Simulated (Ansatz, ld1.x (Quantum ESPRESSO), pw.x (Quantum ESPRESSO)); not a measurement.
**pw.x on diamond Hf: one setting changed**

Potential: norm-conserving Troullier–Martins (Kleinman–Bylander form), ld1.x (Quantum ESPRESSO) 7.5, LDA (PW92); core [Xe] 4f14, reference 5d3 6s1 6p0; waves: 6p (bound, empty): rc 3.95 bohr; 5d (bound): rc 2.65 bohr; 6s (bound): rc 3.15 bohr; local part: the s channel; core correction: Bessel-smoothed model core inside 1.90 bohr.

The reference run (k-mesh 8³, cutoffs 50/200 Ry, Fermi–Dirac 0.01 Ry, mixing_beta 0.4, conv_thr 1e-9, no spin) gives -0.39 GPa at 30.344 Å³/atom, where all-electron LAPW gives -0.01 GPa. This run, with its own iteration cap, changes k-mesh shift to 1.

```
&control
  calculation='scf', prefix='x', pseudo_dir='./', outdir='./tmp', tstress=.true., disk_io='none'
/
&system
  ibrav=0, nat=2, ntyp=1, ecutwfc=50, ecutrho=200, nbnd=11,
  occupations='smearing', smearing='fd', degauss=0.01
/
&electrons
  conv_thr=1e-09, mixing_beta=0.4, electron_maxstep=70
/
ATOMIC_SPECIES
Hf 1.0 Hf.UPF
CELL_PARAMETERS angstrom
  0.00000000 3.11906393 3.11906393
  3.11906393 0.00000000 3.11906393
  3.11906393 3.11906393 0.00000000
ATOMIC_POSITIONS crystal
Hf 0.0000 0.0000 0.0000
Hf 0.2500 0.2500 0.2500
K_POINTS automatic
8 8 8 1 1 1
```

```bash
pw.x < Hf.scf.in > Hf.scf.out
```

**Question.** How does the run end?

**Answer.** It converges in 9 iterations; the free energy moves by -0.9 meV/atom and the pressure by +0.03 GPa. The result is that of the reference run.

```
Message from routine setup:
     using ibrav=0 with symmetry is DISCOURAGED, use correct ibrav instead
     lattice parameter (alat)  =       8.3356  a.u.
     unit-cell volume          =     409.5429 (a.u.)^3
     number of electrons       =         8.00
     number of Kohn-Sham states=           11
     kinetic-energy cutoff     =      50.0000  Ry
     charge density cutoff     =     200.0000  Ry
     scf convergence threshold =      1.0E-09
     Exchange-correlation= PW
     number of k points=    60  Fermi-Dirac smearing, width (Ry)=  0.0100
     iteration #  1     ecut=    50.00 Ry     beta= 0.40
     total energy              =     -46.53473695 Ry
     estimated scf accuracy    <       0.06348858 Ry
     iteration #  2     ecut=    50.00 Ry     beta= 0.40
     total energy              =     -46.54248316 Ry
     estimated scf accuracy    <       0.00516472 Ry
     iteration #  3     ecut=    50.00 Ry     beta= 0.40
     total energy              =     -46.54328853 Ry
     estimated scf accuracy    <       0.00108437 Ry
     iteration #  4     ecut=    50.00 Ry     beta= 0.40
     total energy              =     -46.54343673 Ry
     estimated scf accuracy    <       0.00002836 Ry
     iteration #  5     ecut=    50.00 Ry     beta= 0.40
     c_bands:  1 eigenvalues not converged
     c_bands:  1 eigenvalues not converged
     c_bands:  1 eigenvalues not converged
     total energy              =     -46.54346994 Ry
     estimated scf accuracy    <       0.00000551 Ry
     iteration #  6     ecut=    50.00 Ry     beta= 0.40
     total energy              =     -46.54347089 Ry
     estimated scf accuracy    <       0.00000068 Ry
     iteration #  7     ecut=    50.00 Ry     beta= 0.40
     total energy              =     -46.54347097 Ry
     estimated scf accuracy    <       0.00000002 Ry
     iteration #  8     ecut=    50.00 Ry     beta= 0.40
     total energy              =     -46.54347096 Ry
     estimated scf accuracy    <       0.00000003 Ry
     iteration #  9     ecut=    50.00 Ry     beta= 0.40
     the Fermi energy is     4.8896 ev
!    total energy              =     -46.54347097 Ry
     estimated scf accuracy    <          7.8E-11 Ry
     smearing contrib. (-TS)   =      -0.02013926 Ry
     The total energy is F=E-TS. E is the sum of the following terms:
     one-electron contribution =       7.98664204 Ry
     hartree contribution      =       0.61081614 Ry
     xc contribution           =     -40.49809111 Ry
     ewald contribution        =     -14.62269878 Ry
     convergence has been achieved in   9 iterations
          total   stress  (Ry/bohr**3)                   (kbar)     P=       -3.57
     Message from routine punch:
     Nothing written, as per user request (disk_io='none')
```

The run took about 26 s on one core of a shared host (Neoverse-V1, 32 threads, 247 GiB, load 45).
